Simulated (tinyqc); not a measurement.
Worked calculation: UHF in the sto-3g basis, for OH+, spin multiplicity 3. This run ends on a higher stationary point, not on the lowest solution. One step of it, computed by the program tinyqc.

Problem. Iteration 2: DIIS coefficients. Solve [B -1; -1 0][c; lambda] = [0; -1] for the coefficients, which sum to one.

B (overlaps of the stored error matrices):
```
               1              2
1  2.2727562e-01  1.2739369e-01
2  1.2739369e-01  1.7964441e-01
```

Give: DIIS coefficients.

Solution.

DIIS coefficients: 0.3435  0.6565
